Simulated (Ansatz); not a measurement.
Input file for C2H7O+, SMILES `C[OH+]C`:

```yaml
crystal:
  periodic: [false, false, false]
  atoms:
    - {symbol: C, position_ang: [-0.960243, 0.648453, -0.506736]}
    - {symbol: O, position_ang: [0.457679, 0.260354, -0.379238]}
    - {symbol: C, position_ang: [0.803888, -0.637248, 0.739613]}
    - {symbol: H, position_ang: [-1.563118, -0.247800, -0.643689]}
    - {symbol: H, position_ang: [-1.011703, 1.318765, -1.360864]}
    - {symbol: H, position_ang: [-1.203886, 1.170955, 0.414041]}
    - {symbol: H, position_ang: [0.817300, -0.062763, -1.221572]}
    - {symbol: H, position_ang: [0.246898, -1.566906, 0.634850]}
    - {symbol: H, position_ang: [0.534374, -0.096128, 1.642253]}
    - {symbol: H, position_ang: [1.878820, -0.787683, 0.681362]}
basis:
  gaussian: {orbitals: cc-pV(D+d)Z}
total_charge: 1
correlation: {method: ccsd_t}
```

```sh
$ ansatz run in.yaml --threads 2 --pin off --events-out ev --progress --plain --max-ram 32768MiB --backend cpu
```

Output of Ansatz, abridged:

```
Functional definition: HF
691 factors; integrals over basis functions are off by at most 1.3e-3 eV
mean field evaluation 1: about -4198.6827 eV, gradient 3.5e1 eV
mean field evaluation 2: about -4198.6838 eV, gradient 3.5e1 eV
mean field evaluation 4: about -4201.3694 eV, gradient 3.5e0 eV
mean field evaluation 8: about -4201.4001 eV, gradient 6.7e-5 eV
mean field -4201.40006908 eV, -154.3986047275 hartree, gradient 1.7e-6 eV, S^2 0.000000; 0 other end points of the search recorded, 0 dependent functions left out
3 core orbitals not correlated: weight in the atoms' cores, before any rotation towards them, 1.000 or more for the frozen orbitals, at most 0.000 for the correlated occupied ones
reference -4201.40006908 eV, -154.3986047275 hartree; 10, 10 occupied and 64, 64 virtual orbitals, 691 factors
second order -12.85428780 eV of doubles, -0.00000000 eV of singles
cycle   1  -13.58321801 eV  change   -7.3e-1 eV  update   7.1e-2
cycle   2  -13.95282563 eV  change   -3.7e-1 eV  update   2.0e-2
cycle   3  -14.01033772 eV  change   -5.8e-2 eV  update   7.6e-3
cycle   4  -14.00928833 eV  change    1.0e-3 eV  update   1.8e-3
cycle   5  -14.01038168 eV  change   -1.1e-3 eV  update   6.3e-4
cycle   6  -14.01038282 eV  change   -1.1e-6 eV  update   2.3e-4
cycle   7  -14.01027142 eV  change    1.1e-4 eV  update   7.7e-5
cycle   8  -14.01027855 eV  change   -7.1e-6 eV  update   2.7e-5
cycle   9  -14.01027361 eV  change    4.9e-6 eV  update   6.1e-6
perturbative correction -0.33198736 eV, -0.0122003104 hartree
Total energy: -4215.74233005 eV, -154.9256730966 hartree
```

Run time 2.6 s (2 threads of a server CPU on a shared host); peak host memory 0.36 GiB.

The correlation energy is -14.342 eV, 2.3 % of it from (T); the T1 diagnostic reads 0.0085.
